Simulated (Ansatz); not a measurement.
# C2H4F2O: basis-set convergence

An exercise on one series of results from a longer session: the logs are not shown, and one member is left open.

Method: one geometry, several basis sets; program: Ansatz 0.2.0, Gaussian basis.

Levels to be run: PBE0-D4/def2-SVP; ωB97M-V/def2-SVP; PBE0-D4/def2-QZVPP; ωB97M-V/def2-QZVPP; the functionals' def2-TZVPP values are taken from earlier runs.

### The relaxed structure

All runs share one geometry, relaxed beforehand with PBE0-D4 in a triple-zeta def2 set.

SMILES `COC(F)F`, 9 atoms, charge 0, spin multiplicity 1.

Atoms are counted from 1 here; the program's logs count them from 0.

Bond lengths: C1–O2 1.417 Å, C1–H6 1.096 Å, C1–H7 1.088 Å, C1–H8 1.093 Å, O2–C3 1.350 Å, C3–F4 1.360 Å, C3–F5 1.336 Å, C3–H9 1.099 Å. Angles: O2–C1–H6 110.9°, O2–C1–H7 106.4°, O2–C1–H8 111.2°, H6–C1–H7 109.2°, H6–C1–H8 109.5°, H7–C1–H8 109.6°, C1–O2–C3 113.9°, O2–C3–F4 111.2°, O2–C3–F5 107.5°, O2–C3–H9 113.6°, F4–C3–F5 107.4°, F4–C3–H9 107.3°, F5–C3–H9 109.7°.

Geometry (Å):

```xyz
9
charge 0, multiplicity 1
C    -0.55996   -0.36392   -0.98786
O     0.67870    0.03624   -0.42902
C     0.60460    0.38211    0.87332
F     0.38218   -0.70628    1.65872
F     1.78929    0.89161    1.22288
H    -1.32164    0.41191   -0.84839
H    -0.38587   -0.50689   -2.05193
H    -0.90866   -1.29999   -0.54519
H    -0.19024    1.10891    1.09047
```

The first run:

Contents of in.yaml:

```yaml
crystal:
  periodic: [false, false, false]
  atoms:
    - {symbol: C, position_ang: [-0.559958, -0.363917, -0.987858]}
    - {symbol: O, position_ang: [0.678696, 0.036239, -0.429016]}
    - {symbol: C, position_ang: [0.604600, 0.382107, 0.873319]}
    - {symbol: F, position_ang: [0.382177, -0.706277, 1.658719]}
    - {symbol: F, position_ang: [1.789292, 0.891610, 1.222877]}
    - {symbol: H, position_ang: [-1.321640, 0.411911, -0.848390]}
    - {symbol: H, position_ang: [-0.385867, -0.506892, -2.051931]}
    - {symbol: H, position_ang: [-0.908662, -1.299990, -0.545191]}
    - {symbol: H, position_ang: [-0.190238, 1.108907, 1.090472]}
basis:
  gaussian: {orbitals: def2-SVP}
hamiltonian: {xc: pbe0, dispersion: d4}
output: {orbitals: {seedname: orbitals}}
```

Among the steps run: PBE0-D4 in def2-SVP; ωB97M-V in def2-SVP; PBE0-D4 in def2-QZVPP; ωB97M-V in def2-QZVPP.

One of the session's tables, all rows but one given; the rest of the session is left out.

It belongs to the step «Functionals by basis». 

```
functional       basis  HOMO (eV)  LUMO (eV)
   PBE0-D4    def2-SVP      -8.80       1.90
   PBE0-D4  def2-TZVPP      -8.93       1.37
   PBE0-D4  def2-QZVPP      -8.97       0.74
   ωB97M-V    def2-SVP     -11.22       3.57
   ωB97M-V  def2-TZVPP          ?          ?
   ωB97M-V  def2-QZVPP     -11.41       1.85
```

**Question.** Estimate the row for ωB97M-V, def2-TZVPP.

**Answer.** HOMO (eV): -11.37; LUMO (eV): 2.83. In the column «HOMO (eV)» it lies between ωB97M-V, def2-QZVPP (-11.41) and ωB97M-V, def2-SVP (-11.22).
